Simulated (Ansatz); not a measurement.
Basis-set extrapolation for `FC1CCO1` (PBE0-D4/def2-TZVP geometry, frozen core, the Gaussian-basis code of Ansatz). Multiplicity 1, RHF reference.

```tsv
	def2-TZVPP	def2-QZVPP
HF	-290.899878	-290.912884
MP2 correlation	-0.980099	-1.055003
CCSD(T) correlation	-1.045358	not run
```

Energies in hartree. Use E(X) = E(∞) + A·exp(−7.88·√X) for Hartree–Fock and E(X) = E(∞) + B·X^(−2.97) for correlation, with X = 3 and 4, and add CCSD(T) minus MP2 of the smaller set to the MP2 limit.

Task: What is the CCSD(T) energy at the basis-set limit?

Result: HF limit: -290.912884 + (-0.013006) × 0.13774 = -290.91468. MP2 limit: -1.055003 + (-0.074904) × 0.74074 = -1.11049. Higher-order term: -1.045358 − (-0.980099) = -0.06526. Total: -292.09043 hartree, 91.1 kcal/mol below CCSD(T)/def2-TZVPP.
